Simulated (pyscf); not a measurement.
PySCF, gas phase, ωB97X-D3(BJ)/def2-SVP geometries.

### Question
For the elementary gas-phase step HO–ZnH + hydrogen chloride (HCl) → HO–Zn–Cl + hydrogen (H₂) (singlet surface; H–Zn, Cl–H broken, Cl–Zn, H–H formed), what barrier and reaction energy does ωB97M-D3(BJ)/def2-TZVP give, measured from the separated reactants?

### Answer
ΔE‡ = 12.8 kcal/mol, ΔE = -23.2 kcal/mol. Zero-point energy shifts the barrier by +0.2 kcal/mol. It is a four-centre exchange, with an imaginary mode of 1046i cm⁻¹. On the reactant side the descent ends in a complex, 4.6 kcal/mol under the separated species and 14.8 kcal/mol under the saddle at ωB97X-D3(BJ)/def2-TZVP. At ωB97X-D3(BJ)/def2-TZVP the barrier from the zero used here is 10.2 kcal/mol. One saddle was located; it need not be the lowest between these sides. Elements up to Kr have no core potential and no relativistic terms here.
